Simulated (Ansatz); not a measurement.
# What each rung costs, and what it gives

Saddle point of CH9NSi, closed shell (CH₇NSi ([CH3][SiH2][NH2]) + H₂ → SiNH₅ ([NH2][SiH3]) + CH₄; bonds formed: Si1–H7, C2–H6; bonds broken: Si1–C2, H6–H7), PBE0-D4/def2-TZVP structure:

Si1  (-0.232, -0.587, -0.041)
C2  (0.812, 1.132, 0.650)
H3  (1.029, -1.053, -0.687)
H4  (-1.372, -0.209, 0.845)
N5  (-1.196, -0.774, -1.449)
H6  (0.741, -0.135, 1.236)
H7  (0.455, -1.184, 1.365)
H8  (0.443, 1.673, 1.523)
H9  (0.436, 1.665, -0.231)
H10  (1.901, 1.162, 0.590)
H11  (-0.829, -1.084, -2.334)
H12  (-2.188, -0.605, -1.467)
(Å)

Barriers are electronic and count from the start structure reached by relaxing down the imaginary mode.

Ansatz 0.2.0; basis: as named in each row; cores frozen in the correlated methods. B3LYP uses VWN-RPA correlation. Extrapolation: Hartree–Fock as exp(−7.88 √X), correlation as X^−2.97.

Times are rough, for one single point on 4 threads of a shared host (Arm Neoverse V1).

The estimate by CCSD(T) at an estimated basis limit (MP2 extrapolated from triple and quadruple zeta, plus CCSD(T) − MP2 in triple zeta) is 2.907 eV.

```csv
method,basis,time (s),barrier (eV),method less estimate
HF,STO-3G,under 1,6.377,3.470
PBE-D4,STO-3G,under 1,4.183,1.276
SPW92,def2-SVP,under 1,1.969,-0.939
B3LYP-D4,6-31G,under 1,3.343,0.436
PBE-D4,def2-SVP,under 1,2.368,-0.539
PBE0-D4,def2-SVP,under 1,2.580,-0.327
SPW92,def2-TZVPP,under 1,1.990,-0.918
PBE-D4,def2-TZVPP,1,2.407,-0.500
BLYP-D4,def2-TZVPP,1,2.719,-0.189
BHLYP-D4,def2-TZVPP,2,3.086,0.179
CCSD(T),def2-SVP,2,2.991,0.084
B3LYP-D4,def2-TZVPP,2,2.845,-0.063
PBE0-D4,def2-TZVPP,2,2.604,-0.303
CAM-B3LYP-D4,def2-TZVPP,2,2.901,-0.006
wB97M-V,def2-SVP,3,2.747,-0.161
r2SCAN-D4,def2-TZVPP,3,2.582,-0.326
r2SCAN0-D4,def2-TZVPP,3,2.716,-0.192
RPA on PBE,def2-TZVPP,3,2.938,0.031
B2PLYP,def2-TZVPP,3,2.917,0.010
PBE-QIDH,def2-TZVPP,4,2.800,-0.107
wB97X-V,def2-TZVPP,6,2.884,-0.023
wB97M-V,def2-TZVPP,6,2.821,-0.086
B97M-V,def2-TZVPP,6,2.640,-0.268
MP2,def2-QZVPP,14,2.894,-0.014
CCSD(T),def2-TZVPP,49,2.926,0.019
```

All methods are single points on the PBE0-D4 structures.

No T1 diagnostic of these runs exceeds 0.012.

Labels in which every atom is bracketed show which atoms are joined, not bond orders.
